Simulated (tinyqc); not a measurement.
Pariser-Parr-Pople SCF with singles CI, for the molecule C=CC=C([CH2+])N (SMILES; centres numbered as the heavy atoms are written), step by step. Computed by tinyqc, a small Python program that keeps every step. Settings: charge = 1, gamma = Ohno, start = core, damping = 0, iteration cap = 73, excitations kept = 9. Command: `OMP_NUM_THREADS=1 python tinyqc.py 24772 24773 out.jsonl` (the two numbers bound the seeds that draw the settings). One thread of a shared host (Intel(R) Xeon(R) Processor @ 2.60GHz), about 0.01 s of CPU time with the checks. Later iterations appear only in the table of the cycle.

## PPP integrals

Centres (angstrom, eV; a flat drawing with bonds scaled to 1.40 angstrom):
```
centre          x          y  core charge z          W   gamma_rr
1C      -2.683000  -0.205000              1  11.160000  11.130000
2C      -1.384000   0.316000              1  11.160000  11.130000
3C      -0.283000  -0.549000              1  11.160000  11.130000
4C       1.017000  -0.028000              1  11.160000  11.130000
5C       2.118000  -0.893000              1  11.160000  11.130000
6N       1.215000   1.358000              2  25.600000  16.800000
```

Resonance integrals (eV):
```
i  j       beta
1  2  -2.390000
2  3  -2.390000
3  4  -2.390000
4  5  -2.390000
4  6  -2.240000
```

Ohno: gamma = 14.399645/sqrt(R^2 + a^2), a = 2 x 14.399645/(gamma_rr + gamma_ss); H_rr = -W_r - sum_(s != r) z_s gamma_rs; H_rs = beta for bonds.

repulsion gamma_rs (eV), lower triangle:
```
           1C         2C         3C         4C         5C         6N
1C  11.130000
2C   7.555066  11.130000
3C   5.239813   7.553419  11.130000
4C   3.669945   5.238149   7.552365  11.130000
5C   2.868661   3.669426   5.238149   7.553419  11.130000
6N   3.329846   4.825747   5.464507   8.281382   5.463816  16.800000
```

core matrix H (eV), lower triangle:
```
            1C          2C          3C          4C          5C          6N
1C  -37.153177
2C   -2.390000  -44.827554
3C    0.000000   -2.390000  -47.672760
4C    0.000000    0.000000   -2.390000  -51.736641
5C    0.000000    0.000000    0.000000   -2.390000  -41.417287
6N    0.000000    0.000000    0.000000   -2.240000    0.000000  -52.965298
```

## Starting guess

pi electrons, sum of z_r less the charge = 6

Orbitals of the core matrix H.

P at the start, lower triangle:
```
           1C         2C         3C        4C         5C        6N
1C   0.031489
2C   0.146905   0.689292
3C   0.186086   0.898344   1.333637
4C  -0.067618  -0.239015   0.208065  1.843534
5C  -0.029556  -0.120349  -0.037734  0.427177   0.108426
6N   0.018191   0.056979  -0.048195  0.031301  -0.076382  1.993622
```

## Iteration 1: Fock matrix

F_rr = H_rr + P_rr gamma_rr / 2 + sum_(s != r) P_ss gamma_rs; F_rs = H_rs - P_rs gamma_rs / 2; E = tr P (H + F) / 2 + core repulsion sum_(r<s) z_r z_s gamma_rs.

F (eV), lower triangle:
```
            1C          2C         3C          4C         5C         6N
1C  -11.067125
2C   -2.944939  -11.004943
3C   -0.487527   -5.782783  -9.494408
4C    0.124077    0.625997  -3.175690  -10.350151
5C    0.042392    0.220806   0.098828   -4.003323  -6.390701
6N   -0.030287   -0.137484   0.131681   -2.369609   0.208670  -9.640572
```

pi energy = -81.950408 eV

## Iteration 1: orbitals and new P

Diagonalise F (the basis is taken as orthonormal) and form P = 2 sum c c over the lowest orbitals.

orbital energies (eV): -17.527470  -14.178987  -10.260483  -9.086105  -4.867402  -2.027454

P after iteration 1, lower triangle:
```
           1C         2C         3C        4C        5C        6N
1C   1.736168
2C   0.380259   1.103449
3C  -0.269194   0.870230   1.038363
4C  -0.125100  -0.112701   0.371641  1.246034
5C  -0.052793  -0.152061   0.088520  0.611428  0.309655
6N   0.471760  -0.227103  -0.151028  0.631787  0.340344  0.566331
```

## Iteration 2: Fock matrix

As before.

F (eV), lower triangle:
```
           1C         2C          3C          4C          5C          6N
1C  -6.366976
2C  -3.826442  -7.330668
3C   0.705263  -5.676608  -10.335018
4C   0.229555   0.295172   -3.793383  -17.779739
5C   0.075722   0.278989   -0.231840   -4.699187  -12.719310
6N  -0.785444   0.547972    0.412646   -4.856033   -0.929788  -19.417057
```

pi energy = -79.683486 eV

## Iteration 2: orbitals and new P

As before.

orbital energies (eV): -25.174841  -17.102139  -14.175176  -9.878077  -7.089006  -0.529530

P after iteration 2, lower triangle:
```
           1C         2C         3C        4C         5C        6N
1C   0.143508
2C   0.303062   0.794089
3C   0.278629   0.847635   1.027401
4C  -0.075533   0.033537   0.404535  1.300532
5C  -0.252981  -0.379456  -0.121204  0.820106   0.840025
6N   0.165035  -0.046436  -0.157448  0.258123  -0.281348  1.894446
```

## Convergence

Stop when output and input P, before any damping, agree to 1e-7.

Course of the cycle:
```
iteration        E (eV)  largest |P(out) - P(in)|
1          -81.95040758                  1.70e+00
2          -79.68348644                  1.59e+00
3          -87.46665495                  5.75e-01
4          -90.24692280                  1.70e-01
5          -90.73488719                  6.54e-02
6          -90.86279895                  3.93e-02
7          -90.90405200                  2.35e-02
8          -90.91837361                  1.51e-02
9          -90.92379978                  1.03e-02
10         -90.92603554                  7.10e-03
11         -90.92701982                  4.90e-03
...                 ...                       ...
32         -90.92789035                  3.13e-06
33         -90.92789035                  2.19e-06
34         -90.92789035                  1.54e-06
35         -90.92789035                  1.08e-06
36         -90.92789035                  7.59e-07
37         -90.92789035                  5.32e-07
38         -90.92789035                  3.74e-07
39         -90.92789035                  2.62e-07
40         -90.92789035                  1.84e-07
41         -90.92789035                  1.29e-07
42         -90.92789035                  9.07e-08
```

Converged in 42 iterations.

## Converged orbitals

Charges are z - P_rr.

orbital energies (eV): -20.152241  -17.691839  -14.112310  -8.567413  -4.942200  -3.089285

coefficients:
```
         MO1        MO2        MO3        MO4        MO5        MO6
1C  0.203518   0.466591   0.234597  -0.544745   0.558768  -0.277254
2C  0.370161   0.628923   0.140325  -0.008454  -0.515522   0.426511
3C  0.481916   0.211700  -0.242937   0.623548   0.102339  -0.514429
4C  0.623359  -0.379817  -0.146400  -0.028645   0.391584   0.539973
5C  0.305153  -0.212958  -0.484002  -0.559914  -0.444868  -0.340384
6N  0.328061  -0.390283   0.781386   0.006746  -0.245553  -0.262962
```

pi charges: 1C 0.371676, 2C -0.104507, 3C 0.327844, 4C -0.108540, 5C 0.254545, 6N 0.258982

## Singles CI, singlets

Over the 9 single excitations with the smallest orbital gaps: A = (e_a - e_i) delta + 2 (ia|jb) - (ij|ab), with (pq|rs) = sum c_mp c_mq gamma_mn c_nr c_ns. f = 2/3 w |mu|^2 in atomic units, mu = sqrt2 sum c_ia sum_m c_mi c_ma R_m.

singlet CI matrix (eV), lower triangle:
```
           3>4        2>4        3>5       3>6        1>4        2>5       2>6        1>5
3>4   1.724681
2>4   0.567537   4.442246
3>5  -0.305714   0.061811   5.004027
3>6   0.418920   0.180271  -0.238009  5.913765
1>4  -0.338767   0.099928  -0.235659  0.076509   6.442366
2>5   0.453568  -0.022941   0.187337  0.170269   0.175217   7.591488
2>6  -0.129905   0.292980   0.246006  0.024668  -0.001446   0.315879  8.983272
1>5   0.152663   0.798689   0.046928  0.138143  -0.348525  -0.219275  0.664885   9.698126
1>6   0.086571   0.147525   0.038460  0.043621   0.514375   0.915161  0.152917  -0.424104

           1>6
1>6  10.656033
```

singlet excitation energies (eV): 1.485437  4.379440  4.910356  5.988362  6.439005  7.341560  8.593812  10.162419  11.155614

oscillator strengths: 0.149173  0.885575  0.295084  0.239430  0.011307  0.110142  0.062167  0.006067  0.044107

## Singles CI, triplets

Over the 9 single excitations with the smallest orbital gaps: A = (e_a - e_i) delta - (ij|ab), with (pq|rs) = sum c_mp c_mq gamma_mn c_nr c_ns.

triplet CI matrix (eV), lower triangle:
```
           3>4        2>4        3>5        3>6        1>4        2>5       2>6        1>5
3>4   0.048109
2>4  -0.395072   2.972606
3>5  -0.766937   0.254191   3.321259
3>6   0.178970  -0.244149  -1.451219   4.377208
1>4   0.542833  -0.286089   0.470933  -0.062284   5.106266
2>5   0.254191   0.509023  -0.244166   0.633361   0.885505   6.077225
2>6  -0.244149   0.385603   0.633361   0.220513   0.168104   0.662316  7.923530
1>5   0.470933   0.885505  -0.033343   0.200795  -0.563909  -0.377185  1.540005   8.881205
1>6  -0.062284   0.168104   0.200795   0.207847   0.747329   1.540005  0.235783  -0.688153

          1>6
1>6  9.681687
```

triplet excitation energies (eV): -0.282649  2.263209  2.656189  4.501753  5.301857  6.097679  6.942958  10.036523  10.871576
